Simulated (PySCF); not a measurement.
**Highest orbital energy against ionisation energy along group 14**

Calculated with PySCF 2.14, no spin-orbit coupling. Each cell gives −ε(HOMO) / ΔSCF in eV; NIST values include spin-orbit coupling, (s) semi-empirical, (t) theoretical.

```tsv
species	UHF	LDA	PBE	PBE0	r2SCAN	NIST (lowest levels)
C (ANO-RCC-VTZP, spin-free X2C)	11.933 / 10.799	6.076 / 11.699	6.030 / 11.541	7.615 / 11.517	6.539 / 11.676	11.260
Si (ANO-RCC-VTZP, spin-free X2C)	8.185 / 7.628	4.574 / 8.233	4.588 / 8.190	5.615 / 8.212	4.902 / 8.319	8.152
Ge (ANO-RCC-VTZP, spin-free X2C)	7.863 / 7.404	4.342 / 8.026	4.336 / 7.905	5.361 / 7.935	4.666 / 8.064	7.899
Sn (ANO-RCC-VTZP, spin-free X2C)	7.275 / 6.863	4.209 / 7.447	4.154 / 7.290	5.064 / 7.333	4.443 / 7.427	7.344
Pb (ANO-RCC-VTZP, spin-free X2C)	6.964 / 6.583	4.044 / 7.190	3.948 / 7.001	4.824 / 7.037	4.235 / 7.118	7.417
```

Problem. How far is −ε(HOMO) from ΔSCF on average for each method, and why?

Solution. UHF 0.59 eV; LDA -3.87 eV; PBE -3.77 eV; PBE0 -2.71 eV; r2SCAN -3.56 eV. Hartree-Fock orbital energies lack relaxation and so exceed the ΔSCF value; semilocal functionals have convex E(N) from self-interaction, so their HOMO lies far too high; exact exchange moves hybrids part of the way back.
